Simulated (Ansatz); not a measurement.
For Os (model structure, started from the beta-Sn type, I4₁/amd, No. 141, 2 atoms in the cell), PBE (Ansatz, a program for electronic structure, plane waves, PAW) gives:

- lattice constant a: 4.859 Å
- lattice parameter c: 2.739 Å

What does r²SCAN in Ansatz (plane waves, PAW) give for the same quantities?


- lattice constant a: 4.797 Å (drops by 1.3 %)
- lattice parameter c: 2.771 Å (grows by 1.2 %)

Changes are worked out from the printed values.

Unless a cell is named, each level is at its own relaxed cell (PBE 16.17, r²SCAN 15.94 Å³/atom).

Levels without +SOC leave out spin–orbit coupling, which shifts energies and cells of such heavy elements.

Ansatz's density-functional and Hartree–Fock values are scalar-relativistic unless marked +SOC, with PAW data made under PBE.

A model structure was made by putting elements into a prototype or built by hand; it is no filed structure, need not be a known phase, and can be a saddle point held by its symmetry.
